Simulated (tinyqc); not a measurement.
Inside a calculation (part 2 of 2). Method: UKS/PBE0 in the sto-6g basis, for LiH+, spin multiplicity 2. Computed by tinyqc, a small Python program that keeps every step (integrals from PySCF). Command: `OMP_NUM_THREADS=1 python tinyqc.py 21586 21587 out.jsonl` (the two numbers bound the seeds that draw the settings). One thread of a shared host (Intel(R) Xeon(R) Processor @ 2.60GHz), about 2 s of CPU time with the checks.

Geometry (angstrom):

| atom | x | y | z |
|---|---|---|---|
| Li | 0.000000 | 0.000000 | 0.000000 |
| H | 0.000000 | 0.000000 | 2.575000 |

## Iteration 2: diagonalisation and new density

F(alpha) (hartree), lower triangle:
```
            1Li 1s     1Li 2s    1Li 2px    1Li 2py    1Li 2pz      2H 1s
1Li 1s   -2.330407
1Li 2s   -0.606714  -0.408110
1Li 2px   0.000000   0.000000  -0.168272
1Li 2py   0.000000   0.000000   0.000000  -0.168272
1Li 2pz  -0.000278  -0.037281   0.000000   0.000000  -0.208216
2H 1s    -0.021093  -0.143289   0.000000   0.000000  -0.199826  -0.495614
```

F(beta) (hartree), lower triangle:
```
            1Li 1s     1Li 2s    1Li 2px    1Li 2py    1Li 2pz     2H 1s
1Li 1s   -2.329751
1Li 2s   -0.605681  -0.368499
1Li 2px   0.000000   0.000000  -0.148305
1Li 2py   0.000000   0.000000   0.000000  -0.148305
1Li 2pz   0.000542   0.006188   0.000000   0.000000  -0.138721
2H 1s    -0.021017  -0.016857   0.000000   0.000000   0.004952  0.700875
```

X, lower triangle:
```
            1Li 1s     1Li 2s   1Li 2px   1Li 2py    1Li 2pz     2H 1s
1Li 1s    1.022139
1Li 2s   -0.124588   1.037112
1Li 2px   0.000000   0.000000  1.000000
1Li 2py   0.000000   0.000000  0.000000  1.000000
1Li 2pz  -0.003500   0.022197  0.000000  0.000000   1.032027
2H 1s     0.014456  -0.104008  0.000000  0.000000  -0.150810  1.046802
```

Diagonalise F' = X^T F X, C = X C', fill 2 alpha and 1 beta electrons from the bottom; D(s) = C_occ C_occ^T. Each column has its largest component positive (the first on a tie).

F' = X^T F X (alpha) (hartree), lower triangle:
```
           1          2          3          4          5          6
1  -2.286769
2  -0.303946  -0.294238
3   0.000000   0.000000  -0.168272
4   0.000000   0.000000   0.000000  -0.168272
5  -0.000801  -0.014504   0.000000   0.000000  -0.171741
6   0.015087  -0.070276   0.000000   0.000000  -0.110461  -0.458417
```

orbital energies (alpha) (hartree): MO1 -2.332116, MO2 -0.515745, MO3 -0.230116, MO4 -0.168272, MO5 -0.168272, MO6 -0.133187

coefficients C (alpha):
```
               MO1        MO2        MO3       MO4        MO5        MO6
1Li 1s    0.992555  -0.057934  -0.265863  0.000000   0.000000  -0.036139
1Li 2s    0.029964   0.185551   1.021291  0.000000   0.000000   0.155151
1Li 2px   0.000000   0.000000   0.000000  0.946906  -0.321512   0.000000
1Li 2py   0.000000   0.000000   0.000000  0.321512   0.946906   0.000000
1Li 2pz   0.001443   0.182436  -0.127271  0.000000   0.000000   1.019238
2H 1s    -0.003695   0.884868  -0.301073  0.000000   0.000000  -0.505880
```

F' = X^T F X (beta) (hartree), lower triangle:
```
           1          2          3          4          5         6
1  -2.285923
2  -0.306434  -0.265134
3   0.000000   0.000000  -0.148305
4   0.000000   0.000000   0.000000  -0.148305
5  -0.002909   0.010472   0.000000   0.000000  -0.133096
6   0.016553  -0.065317   0.000000   0.000000  -0.084249  0.763871
```

orbital energies (beta) (hartree): MO1 -2.331384, MO2 -0.224540, MO3 -0.148305, MO4 -0.148305, MO5 -0.140697, MO6 0.776339

coefficients C (beta):
```
               MO1        MO2        MO3       MO4        MO5        MO6
1Li 1s    0.992787  -0.270812   0.000000  0.000000  -0.017075   0.035420
1Li 2s    0.029069   1.032428   0.000000  0.000000   0.068139  -0.176177
1Li 2px   0.000000   0.000000   0.942993  0.332812   0.000000   0.000000
1Li 2py   0.000000   0.000000  -0.332812  0.942993   0.000000   0.000000
1Li 2pz   0.000666  -0.048905   0.000000  0.000000   1.012353  -0.247140
2H 1s    -0.003314  -0.030187   0.000000  0.000000  -0.054458   1.060979
```

D(alpha) after iteration 2, lower triangle:
```
            1Li 1s    1Li 2s   1Li 2px   1Li 2py   1Li 2pz     2H 1s
1Li 1s    0.988523
1Li 2s    0.018991  0.035327
1Li 2px   0.000000  0.000000  0.000000
1Li 2py   0.000000  0.000000  0.000000  0.000000
1Li 2pz  -0.009137  0.033894  0.000000  0.000000  0.033285
2H 1s    -0.054932  0.164078  0.000000  0.000000  0.161426  0.783006
```

D(beta) after iteration 2, lower triangle:
```
            1Li 1s     1Li 2s   1Li 2px   1Li 2py    1Li 2pz     2H 1s
1Li 1s    0.985626
1Li 2s    0.028859   0.000845
1Li 2px   0.000000   0.000000  0.000000
1Li 2py   0.000000   0.000000  0.000000  0.000000
1Li 2pz   0.000661   0.000019  0.000000  0.000000   0.000000
2H 1s    -0.003290  -0.000096  0.000000  0.000000  -0.000002  0.000011
```

Within a degenerate level the vectors are fixed only up to a rotation; this is one choice.

## Iteration 6 (converged): orbitals

converged F(alpha) (hartree), lower triangle:
```
            1Li 1s     1Li 2s    1Li 2px    1Li 2py    1Li 2pz      2H 1s
1Li 1s   -2.325403
1Li 2s   -0.605518  -0.408461
1Li 2px   0.000000   0.000000  -0.167673
1Li 2py   0.000000   0.000000   0.000000  -0.167673
1Li 2pz  -0.000174  -0.038970   0.000000   0.000000  -0.210323
2H 1s    -0.021121  -0.144645   0.000000   0.000000  -0.201870  -0.500202
```

converged F(beta) (hartree), lower triangle:
```
            1Li 1s     1Li 2s    1Li 2px    1Li 2py    1Li 2pz     2H 1s
1Li 1s   -2.324040
1Li 2s   -0.604559  -0.361043
1Li 2px   0.000000   0.000000  -0.146057
1Li 2py   0.000000   0.000000   0.000000  -0.146057
1Li 2pz   0.000442   0.014730   0.000000   0.000000  -0.121015
2H 1s    -0.020988   0.038903   0.000000   0.000000   0.100557  1.266942
```

As before.

F' = X^T F X (alpha) (hartree), lower triangle:
```
           1          2          3          4          5          6
1  -2.281850
2  -0.303267  -0.294675
3   0.000000   0.000000  -0.167673
4   0.000000   0.000000   0.000000  -0.167673
5  -0.000499  -0.016019   0.000000   0.000000  -0.173523
6   0.015069  -0.071000   0.000000   0.000000  -0.111526  -0.462612
```

orbital energies (alpha) (hartree): MO1 -2.327115, MO2 -0.520648, MO3 -0.230121, MO4 -0.167673, MO5 -0.167673, MO6 -0.134775

coefficients C (alpha):
```
               MO1        MO2        MO3       MO4        MO5        MO6
1Li 1s    0.992539  -0.057971  -0.266303  0.000000   0.000000  -0.033176
1Li 2s    0.030026   0.185480   1.022938  0.000000   0.000000   0.143969
1Li 2px   0.000000   0.000000   0.000000  0.072209   0.997390   0.000000
1Li 2py   0.000000   0.000000   0.000000  0.997390  -0.072209   0.000000
1Li 2pz   0.001406   0.183640  -0.116284  0.000000   0.000000   1.020334
2H 1s    -0.003638   0.884359  -0.306281  0.000000   0.000000  -0.503640
```

F' = X^T F X (beta) (hartree), lower triangle:
```
           1          2          3          4          5         6
1  -2.280208
2  -0.306207  -0.263259
3   0.000000   0.000000  -0.146057
4   0.000000   0.000000   0.000000  -0.146057
5  -0.002889   0.009651   0.000000   0.000000  -0.131100
6   0.017483  -0.064292   0.000000   0.000000  -0.069703  1.342586
```

orbital energies (beta) (hartree): MO1 -2.325689, MO2 -0.221163, MO3 -0.146057, MO4 -0.146057, MO5 -0.133851, MO6 1.348721

coefficients C (beta):
```
               MO1        MO2       MO3        MO4        MO5        MO6
1Li 1s    0.992743  -0.271223  0.000000   0.000000  -0.024664   0.028332
1Li 2s    0.029236   1.034213  0.000000   0.000000   0.098732  -0.149111
1Li 2px   0.000000   0.000000  0.302327   0.953204   0.000000   0.000000
1Li 2py   0.000000   0.000000  0.953204  -0.302327   0.000000   0.000000
1Li 2pz   0.000725  -0.066432  0.000000   0.000000   1.021669  -0.200269
2H 1s    -0.003287  -0.052096  0.000000   0.000000  -0.105501   1.056271
```

D(alpha) after iteration 6, lower triangle:
```
            1Li 1s    1Li 2s   1Li 2px   1Li 2py   1Li 2pz     2H 1s
1Li 1s    0.988494
1Li 2s    0.019049  0.035305
1Li 2px   0.000000  0.000000  0.000000
1Li 2py   0.000000  0.000000  0.000000  0.000000
1Li 2pz  -0.009250  0.034104  0.000000  0.000000  0.033725
2H 1s    -0.054878  0.163922  0.000000  0.000000  0.162398  0.782103
```

D(beta) after iteration 6, lower triangle:
```
            1Li 1s     1Li 2s   1Li 2px   1Li 2py    1Li 2pz     2H 1s
1Li 1s    0.985539
1Li 2s    0.029023   0.000855
1Li 2px   0.000000   0.000000  0.000000
1Li 2py   0.000000   0.000000  0.000000  0.000000
1Li 2pz   0.000720   0.000021  0.000000  0.000000   0.000001
2H 1s    -0.003263  -0.000096  0.000000  0.000000  -0.000002  0.000011
```

Within a degenerate level the vectors are fixed only up to a rotation; this is one choice.

## Convergence

Stop when the energy changes by less than 1e-09 hartree and every element of the error matrix X^T (F D S - S D F) X (for each spin) is below 9e-06.

Course of the cycle:

| iteration | E (hartree) | change | largest element of the error matrix |
|---|---|---|---|
| 1 | -7.56234763 | - | 1.33e-01 |
| 2 | -7.73201544 | -1.70e-01 | 9.48e-03 |
| 3 | -7.73237062 | -3.55e-04 | 3.97e-04 |
| 4 | -7.73237117 | -5.54e-07 | 3.19e-05 |
| 5 | -7.73237118 | -5.33e-09 | 2.66e-06 |
| 6 | -7.73237118 | -4.03e-11 | 4.04e-07 |

PySCF UKS in the same basis, fine grid, after a stability check = -7.73240785 hartree

Converged in 6 iterations. The coarse grid moves the energy by +3.67e-05 hartree.

## Populations, bond orders and dipole

overlap S, lower triangle:
```
           1Li 1s    1Li 2s   1Li 2px   1Li 2py   1Li 2pz     2H 1s
1Li 1s   1.000000
1Li 2s   0.235742  1.000000
1Li 2px  0.000000  0.000000  1.000000
1Li 2py  0.000000  0.000000  0.000000  1.000000
1Li 2pz  0.000000  0.000000  0.000000  0.000000  1.000000
2H 1s    0.007892  0.187385  0.000000  0.000000  0.279636  1.000000
```

Mulliken: Z minus the diagonal of D S on the atom; Loewdin: the same with S^(1/2) D S^(1/2); Mayer order: 2 sum_s sum (D(s) S)_ij (D(s) S)_ji over the two atoms.

Charges (e):

| atom | Mulliken | Loewdin | Mulliken spin |
|---|---|---|---|
| 1Li | 0.857766 | 0.837614 | 0.142167 |
| 2H | 0.142234 | 0.162386 | 0.857833 |

Mayer bond orders:

| pair | order |
|---|---|
| 2-1 | 0.243892 |

dipole moment about the origin, x y z (debye): 0.000000  0.000000  0.863502

<S^2> of the determinant (pure state: 0.75) = 0.750001
